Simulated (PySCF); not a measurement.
## Gas-phase thermal properties of HNC

Computed with PySCF (xtb for GFN2) and rigid-rotor harmonic-oscillator thermochemistry at 1 bar. 'Table' is the NASA 1993 thermochemical table (part measured, part estimated). 6-31G* has spherical d functions here. All species are closed-shell singlets. B3LYP is the form with VWN-RPA correlation. The harmonic model lacks anharmonicity and excited electronic states, which grow with temperature; levels with a mode under 35 cm⁻¹ are left out. The table's entry may be an old estimate for HNC (not checked at source).

```csv
level,point group,σ,ZPE (kJ/mol),S°298 (J/mol/K),Cp298 (J/mol/K),S°1000 (J/mol/K),H1000 − H298 (kJ/mol)
table,-,-,-,205.5,40.3,260.2,32.4
B3LYP/6-31G*,C∞v,1,41.1,205.6,40.3,260.0,32.2
GFN2-xTB,C∞v,1,41.4,202.9,37.8,255.8,31.5
HF/6-31G*,C∞v,1,44.6,203.9,39.0,257.2,31.6
PBE/def2-SVP,C∞v,1,40.9,204.2,39.0,258.1,32.0
PBE0/def2-TZVP,C∞v,1,41.4,205.0,39.9,259.2,32.1
```
σ: rotational symmetry number. Electronic degeneracy used: 1. Frequencies are unscaled.
